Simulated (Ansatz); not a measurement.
# [Cl···H···H], doublet along the distance Cl1-H2

Starting geometry:

```xyz
3

Cl    0.0000    0.0000   -1.1976
H     0.0000    0.0000    0.0812
H     0.0000    0.0000    1.1164
```

From there H2 is moved from one fragment to the other while all else, the fragments' distance too, stays fixed; atoms are numbered as listed. Energies are in eV, counted from the starting geometry at the same level.

Basis 6-31G; Ansatz 0.2.0. Only valence electrons are correlated (noble-gas cores frozen). R marks a restricted (for open shells ROHF) determinant, U an unrestricted one. Active spaces: valence = (9e, 6o) chosen from the atoms' valence shells.

For open shells CISD is restricted-active-space CI with the open shells as a complete middle space. Runs in a small pair space aren't shown, since their orbitals change along the scan.

Full CI is exact within this basis and frozen core; it isn't the basis-set limit. The frozen core follows each run's orbitals, which can shift R against U totals by a few meV.

| distance Cl1-H2 (Å) | full CI | unpaired electrons (full CI) | error UHF | error CISD | error RCCSD(T) | error BCCD(T) | error RCCSDTQ | error MRCISD+Q (valence space) |
| --- | --- | --- | --- | --- | --- | --- | --- | --- |
| 1.189 | 0.363 | 1.01 | -0.083 | -0.009 | -0.001 | -0.001 | 0.000 | 0.000 |
| 1.279 | 0.000 | 1.01 | 0.000 | 0.000 | 0.000 | 0.000 | 0.000 | 0.000 |
| 1.320 | -0.105 | 1.01 | 0.032 | 0.004 | 0.000 | 0.000 | 0.000 | 0.000 |
| 1.362 | -0.195 | 1.01 | 0.056 | 0.008 | 0.001 | 0.001 | 0.000 | 0.000 |
| 1.403 | -0.275 | 1.01 | 0.069 | 0.010 | 0.001 | 0.001 | 0.000 | 0.001 |
| 1.445 | -0.355 | 1.01 | 0.070 | 0.011 | 0.000 | 0.000 | 0.000 | 0.002 |
| 1.486 | -0.429 | 1.01 | 0.058 | 0.011 | 0.000 | 0.000 | 0.000 | 0.003 |
| 1.528 | -0.492 | 1.01 | 0.034 | 0.007 | -0.001 | 0.000 | 0.000 | 0.004 |
| 1.569 | -0.528 | 1.01 | 0.005 | 0.003 | -0.001 | -0.001 | 0.000 | 0.005 |

Unpaired electrons are Σ n²(2−n)² over natural occupations. Errors are those of relative energies. In total energy the starting point itself misses full CI by: UHF 1.658, CISD 0.060, RCCSD(T) 0.005, BCCD(T) 0.004, RCCSDTQ 0.000, MRCISD+Q (valence space) 0.014 eV.

Spread of the error over the points with a reference, to 1.569 Å (largest less smallest): RCCSDTQ 0.000, BCCD(T) 0.001, RCCSD(T) 0.002, MRCISD+Q (valence space) 0.005, CISD 0.021, UHF 0.153 eV.
